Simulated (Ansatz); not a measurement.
`C#[C][AlH2]` and `C#C[SiH3]` differ in one atom or group.

Ansatz, PBE0-D4/def2-TZVP geometries, multiplicity 1. 

```tsv
property	`C#[C][AlH2]`
HOMO energy (B3LYP/def2-TZVPP) / eV	-7.83
HOMO energy (PBE0/def2-TZVPP) / eV	-8.05
size of the dipole moment (ωB97M-V/def2-TZVPP) / D	0.54
ideal-gas entropy at 298 K and 1 bar (rigid rotor, harmonic PBE0-D4/def2-TZVP) / J/(mol·K)	274
LUMO energy (PBE0/def2-TZVPP) / eV	-1.86
LUMO energy (ωB97M-V/def2-TZVPP) / eV	-0.18
```

(1) Give the same properties after the change, and the shifts. (Best estimate.)

Answers

(1) Ansatz gave: 
| property | `C#C[SiH3]` | shift |
| --- | --- | --- |
| HOMO energy (B3LYP/def2-TZVPP) / eV | -8.08 | -0.25 |
| HOMO energy (PBE0/def2-TZVPP) / eV | -8.32 | -0.27 |
| size of the dipole moment (ωB97M-V/def2-TZVPP) / D | 0.43 | -0.11 |
| ideal-gas entropy at 298 K and 1 bar (rigid rotor, harmonic PBE0-D4/def2-TZVP) / J/(mol·K) | 268 | -6 |
| LUMO energy (PBE0/def2-TZVPP) / eV | -0.10 | 1.76 |
| LUMO energy (ωB97M-V/def2-TZVPP) / eV | 1.92 | 2.10 |

With PBE0 the HOMO falls by 0.27 eV and the LUMO rises by 1.76 eV, so the gap widens by about 2.03 eV. PBE moves the HOMO by -0.25 eV and ωB97M-V by -0.30 eV. The zero-point energy changes by 31.3 kJ/mol with +3 modes. Dipoles are sizes alone; their direction can turn.

B3LYP here is the variant with VWN-RPA as its local correlation; programs differ in this.
